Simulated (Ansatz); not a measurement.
## Scan of [GeH₃···H···H], doublet

Starting geometry:

```yaml
atoms:
  - { symbol: Ge, position_ang: [-0.0337, 0.0000, 0.0000] }
  - { symbol: H, position_ang: [-0.5451, 1.4466, 0.0000] }
  - { symbol: H, position_ang: [-0.5451, -0.7233, 1.2528] }
  - { symbol: H, position_ang: [-0.5451, -0.7233, -1.2528] }
  - { symbol: H, position_ang: [1.5007, 0.0000, 0.0000] }
  - { symbol: H, position_ang: [2.5613, 0.0000, 0.0000] }
```

From there H5 is moved from one fragment to the other while all else, the fragments' distance too, stays fixed; atoms are numbered as listed. Energies are in kcal/mol, counted from the starting geometry at the same level. Kohn–Sham curves are unrestricted where that lies lower.

Basis cc-pVTZ; Ansatz 0.2.0. Only valence electrons are correlated (noble-gas cores and the filled d shells of p-block atoms frozen). R marks a restricted (for open shells ROHF) determinant, U an unrestricted one. Active spaces: valence = (9e, 9o) chosen from the atoms' valence shells. No spin–orbit coupling is included, and no scalar relativity.

Runs in a small pair space aren't shown, since their orbitals change along the scan.

Full CI isn't at hand for all of this; UCCSDT(Q) serves as the reference, and is uncertain by about the last step of the cluster series. The frozen core follows each run's orbitals, which can shift R against U totals by a few meV for light atoms and by up to 0.1 eV past Ca.

```csv
distance Ge1-H5 (Å),UCCSDT(Q),curve A,curve B,curve C,curve D
1.534,0.0,0.0,0.0,0.0,0.0
1.579,-1.7,-0.9,-1.9,-1.4,-0.2
1.670,-5.0,-2.8,-5.0,-4.2,-1.5
1.760,-8.1,-5.4,-7.0,-7.1,-4.9
1.850,-9.5,-7.2,-7.1,-8.5,-7.8
```

(1) The curves come from B97M-V, CASSCF (valence space), RHF, UHF. Compare each with UCCSDT(Q) and say which is which.

Functionals correlate the shells that the reference freezes, so part of their error here is the reference's.

## Answers

(1) A: UHF, B: B97M-V, C: CASSCF (valence space), D: RHF. Spread of the error against UCCSDT(Q), over the points where both stand: A 2.7, B 2.6, C 1.0, D 3.5 kcal/mol.
